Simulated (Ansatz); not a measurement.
Reaction (SMILES): Cl[C](Cl)Cl → C atom + 3 Cl atom
B3LYP-D3(BJ)/def2-TZVP geometries, fixed; electronic energies without zero-point terms.

Effect of a fitting basis named in the input at HF/aug-cc-pV(T+d)Z with Ansatz (a quantum-chemistry and plane-wave program), against the last row, where the atomisation energy is 146.28 kcal/mol. Open shells are unrestricted. The default fits or decomposes integrals by the program's own choice; accuracy: high also tightens integrals, grids and stops.

| setting | largest shift of a total energy (mEh) | shift of the atomisation energy (kcal/mol) |
|---|---|---|
| fitting: def2-SV(P)-JKFIT | 0.140 | -0.118 |
| fitting: def2-universal-JKFIT | 0.140 | -0.118 |
| fitting: cc-pVTZ-JKFIT | 0.187 | -0.134 |
| fitting: cc-pVQZ-JKFIT | 0.047 | -0.049 |
| fitting: cc-pV5Z-JKFIT | 0.042 | -0.045 |
| accuracy: high | -0.042 | 0.000 |
| accuracy: medium (default) | 0.000 | 0.000 |

Within 0.1 kcal/mol in the atomisation energy: fitting: cc-pVQZ-JKFIT; fitting: cc-pV5Z-JKFIT; accuracy: high. The largest shift is 0.187 mEh in a total energy and 0.134 kcal/mol in the difference.
